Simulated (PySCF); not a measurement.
# Structure revision by computed shifts

A compound C$_{6}$H$_{6}$ gives the data below (simulated from a calculation) and was assigned the structure `C=CC=C1C=C1`.

$^{13}$C{$^{1}$H} NMR (computed): δ 160.0 (C), 140.9 (CH, 2C), 133.2 (CH2), 130.6 (CH, 2C).

$^{1}$H NMR (600 MHz, computed): δ 6.71 (dd, J = 6.3, 1.6 Hz, 2H), 6.34 (d, J = 6.3 Hz, 2H), 6.20 (d, J = 1.6 Hz, 2H).

- spin–spin couplings from B3LYP/pcJ-1 (without the spin–dipole term)
- PBE0/pcSseg-1 with gauge-including orbitals
- coordinates at the GFN2-xTB level
- code: PySCF 2.14.0 with density-fitted response routines
- fast rotation and ring inversion assumed for equivalent nuclei, one conformer, non-relativistic Hamiltonian, in vacuum

δ = σ(ref) − σ, references computed at the same level: $^{1}$H (31.72 ppm), $^{13}$C (186.93 ppm) against TMS.

**Question.** Compare with the shifts computed for the proposed structure, pairing carbons in order of shift.

**Answer.** Structure with atom numbers: `[CH2:1]=[CH:2][CH:3]=[C:4]1[CH:5]=[CH:6]1` (H(Xn): hydrogen on atom n).

```
atom  computed for proposal  given list  difference
  C6                  145.1       160.0       -14.9
  C2                  144.2       140.9        +3.3
  C5                  143.4       140.9        +2.5
  C4                  121.9       133.2       -11.3
  C1                  111.3       130.6       -19.3
  C3                   90.8       130.6       -39.8
```

The rms difference is 19.7 ppm and the largest -39.8 ppm at C3 (alkene CH). The proposal also would give 6 carbon signals, not 4. The carbon types in order of shift don't match either: CH, CH, CH, C, CH2, CH for the proposal against C, CH, CH, CH2, CH, CH in the data. The proposal doesn't fit.

**Question.** Which isomer fits?

**Answer.** fulvene.

Carbon types of the structure: 1 × C, 4 × CH, 1 × CH2, which accounts for all hydrogens. δC 160.0: fully substituted alkene carbon; an sp2 carbon of a C=C bond. δC 140.9, 130.6: alkene CH; as expected for a trigonal carbon in a double bond. δC 133.2: terminal =CH2 carbon; the olefinic region. δH 6.20: hydrogen on a terminal =CH2 carbon; attached to an sp2 carbon and in the plane of the double bond. The protons at 6.34 and 6.71 share a coupling of 6.3 Hz (vicinal, cis across C=C).

Other isomers checked: C=C1C=CC1=C (rms 21.5 ppm); C1=CC2C=CC12 (rms 45.9 ppm).

The data come from this structure; uniqueness wasn't tested.

Multiplet labels drop couplings under 1 Hz and merge nearly equal ones. Couplings among chemically equivalent protons are left out too, so labels in AA′BB′ or AA′XX′ sets are apparent multiplicities. Unscaled 3J(H,H) at this level run about 10 % above measured values. Shifts are as computed. Against solution values, carbons near 30 ppm lie about +3 ppm off and those near 130 ppm about +5 ppm. Of 1211 compounds with measured shifts, 218 miss one by over three times the rms of a fit or turn the order of signals round; such compounds aren't used in these exercises.
